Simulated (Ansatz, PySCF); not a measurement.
System: C₂H₅O, charge 0, multiplicity 2. SMILES: C[CH]O
Geometry: optimised at B3LYP-D3(BJ)/def2-TZVP (Ansatz, an electronic-structure program).

Unscaled harmonic wavenumbers (cm⁻¹) in rising order, each level at the stationary point that it reaches from this structure (no distance between atoms moves by over 0.3 Å); the order of modes can differ between levels, and a negative number is imaginary. B3LYP-D3(BJ)/def2-TZVP (PySCF, at the structure above): 183, 364, 412, 562, 931, 1023, 1060, 1208, 1273, 1396, 1448, 1464, 1488, 2949, 3041, 3100, 3133, 3814.

HF/3-21G (Ansatz): 173, 325, 416, 693, 958, 1118, 1164, 1248, 1366, 1535, 1574, 1646, 1664, 3169, 3238, 3266, 3285, 3891. Zero-point energy 43.9 against 41.2 kcal/mol; where all levels lie over 400 cm⁻¹, the wavenumbers are on average 1.079 times those of B3LYP-D3(BJ)/def2-TZVP.

B3LYP/6-31G* (Ansatz): 181, 368, 410, 614, 937, 1040, 1071, 1222, 1298, 1419, 1470, 1496, 1522, 2971, 3066, 3114, 3129, 3763. Zero-point energy 41.6 against 41.2 kcal/mol; where all levels lie over 400 cm⁻¹, the wavenumbers are on average 1.015 times those of B3LYP-D3(BJ)/def2-TZVP.
